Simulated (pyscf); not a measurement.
HO–Ti(OH)(OH)–Cl (SMILES [OH][Ti]([OH])([OH])[Cl]) + H₂O (SMILES O) → HO–Ti(OH)(OH)–OH (SMILES [OH][Ti]([OH])([OH])[OH]) + HCl (SMILES Cl) (four-centre exchange; singlet surface; Cl–Ti, H–O broken, O–Ti, Cl–H formed). Structures and frequencies: ωB97X-D3(BJ)/def2-SVP in PySCF. Energies in kcal/mol from the separated reactants.

```json
[
 {"level": "ωB97X-D3(BJ)/def2-TZVP", "barrier": "9.0", "reaction energy": "+10.7"},
 {"level": "PBE/def2-TZVP", "barrier": "6.9", "reaction energy": "+8.6"},
 {"level": "r²SCAN/def2-TZVP", "barrier": "6.2", "reaction energy": "+9.1"},
 {"level": "PBE0-D3(BJ)/def2-TZVP", "barrier": "7.5", "reaction energy": "+9.6"},
 {"level": "M06-2X/def2-TZVP", "barrier": "6.9", "reaction energy": "+8.9"},
 {"level": "HF/def2-TZVP", "barrier": "21.2", "reaction energy": "+8.3"}
]
```

On the reactant side the descent ends in an adduct with a O–Ti contact (not fully relaxed), 12.1 kcal/mol under the separated species and 21.1 kcal/mol under the saddle at ωB97X-D3(BJ)/def2-TZVP. On the product side the descent ends in a complex, 8.0 kcal/mol under the separated species and 6.3 kcal/mol under the saddle at ωB97X-D3(BJ)/def2-TZVP. At ωB97X-D3(BJ), PBE, r²SCAN, PBE0-D3(BJ), M06-2X the saddle lies under the separated products, which points to a path from their complex (located at ωB97X-D3(BJ) alone), and parting the products costs more than the saddle. What is counted as formed (O–Ti) is already present as a longer contact in the reactant adduct; forming that adduct is a step of its own. This is the saddle that the search found; another between the same sides may lie lower.
